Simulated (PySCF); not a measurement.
# BH4N (Boranamine): the cost of one run

Programs: PySCF 2.14.0, with density-fitted response routines of our own. Each step states its level of theory. These are calculated values for one molecule in the gas phase, unless marked as measured. Atoms count from 0, in the outputs and in this text.

## 1. The starting structure

6 atoms, charge 0, multiplicity 1; geometry from: GFN2-xTB. The atoms were then displaced at random by about 0.03 Å, so the start is not that level's minimum.

Bonds of the start (Å): B0–N1 1.30, B0–H2 1.18, B0–H3 1.23, N1–H4 1.01, N1–H5 0.99.

## 2. Relaxing the molecule at PBE0-D3(BJ)/def2-SVP

The job: settings as JSON, then the geometry in Å.

```
{"job": {"xc": "PBE0", "basis": "def2-SVP", "d3": "d3bj", "grid": 1, "shake": 0.03, "kind": "geom"}, "charge": 0, "multiplicity": 1}
B     -0.623560    -0.049070    -0.005610
N      0.674600    -0.040680    -0.004600
H     -1.355120    -0.979790    -0.049160
H     -1.110120     1.081650    -0.037930
H      1.276460     0.766240    -0.022660
H      1.207110    -0.870390     0.007530
```

On the command line:

```
$ OMP_NUM_THREADS=1 python probes_run.py task.json out
```

One launch serves the whole session: the jobs run in the order shown.

**Question.** How long does this first job take on 1 thread of Arm Neoverse V1, shared host, and how much memory does it need?

About 2.9 s, with a peak of 0.25 GiB.
